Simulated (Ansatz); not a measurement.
Isolated molecules relaxed with PBE0-D4/def2-TZVP in Ansatz; ΔE leaves out vibrations. CBS: MP2 limit from def2 TZ/QZ plus the TZ coupled-cluster correction, frozen cores. DFT in def2-TZVPP. B3LYP here is the variant with VWN-RPA as its local correlation; programs differ in this. One conformer a species, not always the lowest.

`C=C(C=O)CCl` + `OCS` → `O=COCS` + `C=CCCl`  (substitution at a C–C bond)

`C=C(C=O)CCl`:

Cartesian coordinates in Å:
```
C -1.401 -0.394 0.335
C -0.162 -0.097 -0.050
C 0.146 -0.102 -1.495
O 1.250 0.047 -1.949
C 0.948 0.217 0.890
Cl 1.175 1.986 1.029
H -2.170 -0.612 -0.399
H -1.688 -0.430 1.380
H -0.731 -0.277 -2.153
H 1.890 -0.183 0.520
H 0.745 -0.157 1.892
```

`OCS`:

```xyz
7

O     0.418    0.565    1.025
C     0.251   -0.246   -0.110
S    -0.622    0.647   -1.398
H     0.852    0.042    1.706
H     1.209   -0.519   -0.568
H    -0.295   -1.165    0.125
H    -1.813    0.676   -0.779
```

`O=COCS`:

```xyz
9

O    -1.530   -0.464    1.473
C    -1.219    0.568    0.954
O    -0.211    0.735    0.096
C     0.533   -0.452   -0.201
S     2.004   -0.051   -1.126
H    -1.721    1.533    1.113
H     0.857   -0.927    0.726
H    -0.103   -1.151   -0.743
H     1.390    0.210   -2.292
```

`C=CCCl`:

Cartesian coordinates in Å:
```
C 1.049 0.939 0.188
C 0.356 -0.170 0.402
C -0.953 -0.450 -0.235
Cl -0.876 -1.938 -1.237
H 1.994 1.121 0.685
H 0.693 1.706 -0.493
H 0.734 -0.933 1.077
H -1.265 0.361 -0.891
H -1.733 -0.636 0.505
```

| level | ΔE (kJ/mol) |
| --- | --- |
| B3LYP | -43.4 |
| RPA@PBE/def2-TZVPP | -37.6 |
| CCSD(T)/def2-TZVPP | -37.1 |
| HF/CBS(def2) | -46.4 |

**Question.** What does CCSD(T)/CBS give? (An estimate is asked.)

**Answer.** The calculation gave: -34.9 kJ/mol. The listed levels differ from it by -8.5, -2.7, -2.2, -11.5 kJ/mol.

Largest T1 diagnostic among the species: 0.015.

Leaving LDA and LC-ωPBE aside and taking each functional with its dispersion term where it has one, the values, not all of them listed here, spread over 6.7 kJ/mol, from CAM-B3LYP-D4 to revPBE-D4. In def2-TZVPP, CCSD(T) changes the Hartree–Fock value by +9.7 kJ/mol (the triples alone add +0.4 kJ/mol) and MP2 by +11.8 kJ/mol.

CCSD(T)/CBS has its own doubt, a few kJ/mol and more with outer-core shells, so smaller differences from it don't rank the levels.
